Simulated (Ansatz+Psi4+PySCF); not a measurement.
A calculation with Ansatz (development build ahead of 0.2.0).

```yaml
crystal:
  periodic: [false, false, false]
  atoms:
    - { symbol: C, position_ang: [0.00945, -0.00149, 0.66457] }
    - { symbol: C, position_ang: [0.00936, 3.0e-05, -0.67101] }
    - { symbol: H, position_ang: [-0.00564, 0.91487, 1.23549] }
    - { symbol: H, position_ang: [-0.00499, -0.91813, 1.23042] }
    - { symbol: H, position_ang: [0.00557, 0.91454, -1.2372] }
    - { symbol: H, position_ang: [-0.00935, -0.92317, -1.24121] }
basis:
  gaussian: { orbitals: cc-pVTZ }
total_charge: 1
magnetization:
  spin_polarized: true
  initial_magnetization: 1
hamiltonian:
  xc: hf
correlation:
  method: mp2
  frozen_orbitals: { C: 1, H: 0 }
scf:
  omitted_lower_state_checks: [starts, atomic_configurations, cluster_reference, orbital_swaps, given_window_search, neighbouring_geometries, increment]
```

The input is written out in the form of the current development build from the run's settings.

Output:

```json
{
  "Converged": "yes",
  "Reference energy": "-77.73707 hartree",
  "Correlation energy": "-0.27096 hartree",
  "Total energy": "-78.00803 hartree",
  "Spin squared of the determinant": "0.755",
  "Stability test": "minimum"
}
```

Caution: MP2 on this radical cation hangs on the determinant chosen.
